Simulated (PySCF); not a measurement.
LiH, SMILES [LiH].

Geometry: PBE0-D3(BJ)/def2-TZVPD.

The numbers are results of PBE/def2-TZVPD run with PySCF, not measurements.

Gas-phase values at a fixed geometry.

Computed frontier levels, gap, dipole moment and polarisability:
```
Property                                                                                                       Result
---------------------------------------------------------------------------------------------  ----------------------
highest occupied level                                                                                       -4.37 eV
lowest empty level                                                                                           -1.59 eV
orbital gap                                                                                                   2.79 eV
dipole moment                                                                                                  5.58 D
quadrupole, principal values (traceless, Buckingham form, about the centre of nuclear charge)   -1.25, 0.63, 0.63 D·Å
mean static polarisability                                                                       32.7 bohr³ (4.85 Å³)
polarisability, principal values                                                               29.8, 34.2, 34.2 bohr³
```
